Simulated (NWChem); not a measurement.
Total energies of S

```xyz
1

S      0.0000     0.0000     0.0000
```
Charge 0, spin multiplicity 3.

All runs are NWChem calculations.

Basis set: cc-pVQZ (59 functions).

```json
[
 {"method": "UHF", "total energy (Ha)": "-397.51258", "relative cost": "1"},
 {"method": "UMP2", "total energy (Ha)": "-397.63986", "relative cost": "under 3"},
 {"method": "UB2PLYP", "total energy (Ha)": "-398.00397", "relative cost": "under 3"},
 {"method": "UPBE", "total energy (Ha)": "-397.94762", "relative cost": "under 3"},
 {"method": "UB3LYP", "total energy (Ha)": "-398.14212", "relative cost": "under 3"},
 {"method": "UM06-2X", "total energy (Ha)": "-398.10343", "relative cost": "under 3"}
]
```

Total energies of different functionals aren't comparable as a measure of quality: only differences taken within one method are. Costs are rough ratios of processor time within this set of runs, SCF included, with UHF as 1.

The correlated methods keep 5 core orbitals frozen. B3LYP has NWChem's definition, with VWN1-RPA local correlation. The stability of the SCF solutions was not checked. Open-shell Hartree-Fock references start from PBE0 orbitals; any time given for them includes that run.
